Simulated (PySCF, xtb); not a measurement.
**A geometry optimisation of CH3BMg with r2SCAN-D4/def2-SVP**

The starting geometry of this gas-phase singlet was built from a drawn formula by distance geometry; its bonds are those of `B=[CH][MgH]`.

```xyz
6

C     0.0458   -2.4979   -0.6313
B     0.9057   -1.5855    0.1553
Mg   -1.4883   -1.3993   -1.6860
H     1.7061   -0.9007    0.8905
H     0.1519   -3.5777   -0.7322
H    -2.7714   -0.7852   -2.7419
```

Problem. Predict what it relaxes into with r2SCAN-D4/def2-SVP.

Solution. A new bond forms, giving a structure given below by its coordinates. Contacts that close: B2–Mg3 (3.03 → 2.50 Å).

The energy falls by 0.64 eV over 17 steps:

```json
{"step": "1", "E − E(last) (eV)": "0.637"}
{"step": "3", "E − E(last) (eV)": "0.096"}
{"step": "5", "E − E(last) (eV)": "0.029"}
{"step": "6", "E − E(last) (eV)": "0.020"}
{"step": "8", "E − E(last) (eV)": "0.005"}
{"step": "10", "E − E(last) (eV)": "0.000"}
{"step": "12", "E − E(last) (eV)": "0.000"}
{"step": "13", "E − E(last) (eV)": "0.000"}
{"step": "15", "E − E(last) (eV)": "0.000"}
{"step": "17", "E − E(last) (eV)": "0.000"}
```

Final geometry (Å):

```xyz
6

C     0.1382   -2.8084   -0.6196
B     0.7122   -1.7507   -0.0168
Mg   -1.2360   -1.4689   -1.5515
H     1.1053   -0.7230    0.4358
H    -0.0756   -3.8276   -0.9275
H    -2.4409   -0.6427   -2.4164
```

From the same start GFN2-xTB reaches the same bonding as this run.

The end wasn't checked by frequencies. Run with PySCF 2.14.0, 86 s on 2 threads of Arm Neoverse N1, on a shared host.
